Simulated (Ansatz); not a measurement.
A made-up structure of CH2ClSi (charge +1), closed shell:

```
atom    x (Å)    y (Å)    z (Å)
 Si1  -0.3533   0.5770  -0.3232
  C2   0.4523  -0.7389   0.4138
 Cl3   1.1865  -1.9378   1.0854
  H4   0.6521  -0.9493   1.4333
  H5   0.0124   1.8971   0.2088
```

It is relaxed with PBE-D4/def2-SVP and then PBE0-D4/def2-TZVP (Ansatz 0.2.0). Atoms count as bonded within 1.22 times the sum of their covalent radii (H–H: 0.88 Å). The end point is not checked to be a true minimum.

(1) Does its bonding change? (Judge from chemistry; the calculation decides.)

## Answers

(1) The calculation gives: Yes. Formed: Si1–Cl3, C2–H5; broken: Si1–H5, Cl3–H4.

Where it ends: The first stage lowers the energy by 5.55 eV in 18 steps. It ends as CH₂ClSi ([CH2]1[Si][Cl]1), total charge +1:
Si1  (-0.705, -0.305, -0.657)
C2  (0.370, 0.019, 0.847)
Cl3  (1.137, -1.386, -0.075)
H4  (0.075, -0.330, 1.836)
H5  (1.073, 0.850, 0.867)
(Å)

Labels in which every atom is bracketed show which atoms are joined, not bond orders.

For scale, one of the runs: PBE0-D4/def2-TZVP relaxation, 117 basis functions, launched by `ansatz run in.yaml --threads 2 --pin off --events-out ev --progress --plain --max-ram 4352MiB`. Hardware: 2 CPU threads of an Arm Neoverse V1, shared host. Wall time about 53 s.
